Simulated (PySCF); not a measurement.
Computed with B3LYP-D3(BJ)/def2-TZVP (PySCF). Gas-phase values, no solvent. B3LYP has the VWN-RPA correlation part, as in Gaussian. Excitations are Tamm–Dancoff values on a coarser integration grid. The basis has no diffuse functions, so Rydberg states are missing or too high.

Reference species (SMILES): `B(F)(F)F` (neutral, multiplicity 1).

```
Quantity                 Value
-------------------  ---------
HOMO                 -11.90 eV
T1 excitation (TDA)   10.23 eV
```

Changed species: `FB(F)[SiH3]` (1 of 3 F replaced by SiH3; the reference has 0 of 3 F replaced by SiH3).

Problem. Predict the effect on the HOMO and T1 excitation (TDA).

Solution. the HOMO increases by 2.96 eV, to -8.94 eV; the T1 excitation (TDA) falls by 4.99 eV, to 5.24 eV.
